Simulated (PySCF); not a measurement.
## Highest orbital energy against ionisation energy along the third row

Calculated with PySCF 2.14, no spin-orbit coupling. Each cell gives −ε(HOMO) / ΔSCF in eV; NIST values include spin-orbit coupling, (s) semi-empirical, (t) theoretical.

```json
{"species": "Mg (dyall-acv3z, non-relativistic)", "UHF": "6.886 / 6.605", "LDA": "4.774 / 7.721", "PBE": "4.699 / 7.613", "PBE0": "5.426 / 7.542", "r2SCAN": "4.809 / 7.370", "NIST (lowest levels)": "7.646"}
{"species": "Al (dyall-acv3z, non-relativistic)", "UHF": "5.946 / 5.609", "LDA": "3.013 / 6.036", "PBE": "3.094 / 6.078", "PBE0": "3.909 / 6.098", "r2SCAN": "3.342 / 6.176", "NIST (lowest levels)": "5.986"}
{"species": "Si (dyall-acv3z, non-relativistic)", "UHF": "8.202 / 7.637", "LDA": "4.574 / 8.234", "PBE": "4.608 / 8.199", "PBE0": "5.630 / 8.220", "r2SCAN": "4.909 / 8.321", "NIST (lowest levels)": "8.152"}
{"species": "P (dyall-acv3z, non-relativistic)", "UHF": "10.670 / 9.905", "LDA": "6.297 / 10.577", "PBE": "6.297 / 10.490", "PBE0": "7.536 / 10.529", "r2SCAN": "6.697 / 10.634", "NIST (lowest levels)": "10.487"}
{"species": "S (dyall-acv3z, non-relativistic)", "UHF": "10.328 / 9.237", "LDA": "6.170 / 10.568", "PBE": "6.160 / 10.431", "PBE0": "7.422 / 10.405", "r2SCAN": "6.404 / 10.366", "NIST (lowest levels)": "10.360"}
{"species": "Cl (dyall-acv3z, non-relativistic)", "UHF": "13.086 / 11.764", "LDA": "8.209 / 13.201", "PBE": "8.134 / 12.971", "PBE0": "9.603 / 12.954", "r2SCAN": "8.455 / 12.995", "NIST (lowest levels)": "12.968"}
{"species": "Ar (dyall-acv3z, non-relativistic)", "UHF": "16.084 / 14.549", "LDA": "10.406 / 15.989", "PBE": "10.288 / 15.704", "PBE0": "11.981 / 15.713", "r2SCAN": "10.730 / 15.754", "NIST (lowest levels)": "15.760"}
```

Task: How far is −ε(HOMO) from ΔSCF on average for each method, and why?

Result: UHF 0.84 eV; LDA -4.13 eV; PBE -4.03 eV; PBE0 -2.85 eV; r2SCAN -3.75 eV. Hartree-Fock orbital energies lack relaxation and so exceed the ΔSCF value; semilocal functionals have convex E(N) from self-interaction, so their HOMO lies far too high; exact exchange moves hybrids part of the way back.
